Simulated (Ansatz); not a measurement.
Relaxation of BFH₂ (4 atoms, charge 0, multiplicity 1), to a largest force component of 0.03 eV/Å in at most 50 steps.

Computed with RKS B3LYP-D4/def2-mTZVP in Ansatz 0.2.0.

```xyz
4
Properties=species:S:1:pos:R:3:forces:R:3
B -0.252 0.000 -0.801 0.17 0.00 -0.07
F 1.151 0.000 1.297 -0.17 0.00 0.35
H 1.711 0.000 0.551 0.06 0.00 -0.36
H -1.374 0.000 -0.333 -0.06 0.00 0.08
```

Q: Where does it end, and by what steps?

A: The forces met the threshold. After 10 steps the energy has fallen by 0.238 eV; F2 moved furthest, 0.82 Å.

```csv
step,energy less start (eV),largest force component (eV/Å),accepted
0,0.0000,0.360,yes
1,-0.0261,0.958,yes
2,-0.0464,0.979,yes
3,-0.0858,0.431,yes
4,-0.1098,0.179,yes
5,-0.1378,0.941,yes
6,-0.1689,0.506,yes
7,-0.2251,0.144,yes
8,-0.1078,2.364,no
9,-0.2369,0.085,yes
10,-0.2378,0.007,yes
```

```xyz
4
Properties=species:S:1:pos:R:3
B -0.454 0.000 -0.341
F 1.974 0.000 1.301
H 1.184 0.000 0.758
H -1.468 0.000 -1.005
```

Whether the end is a true minimum wasn't checked by a vibrational analysis.

Time of the run: 7 s on 1 thread of Arm Neoverse V2, on a shared host, peak memory 0.097 GiB.
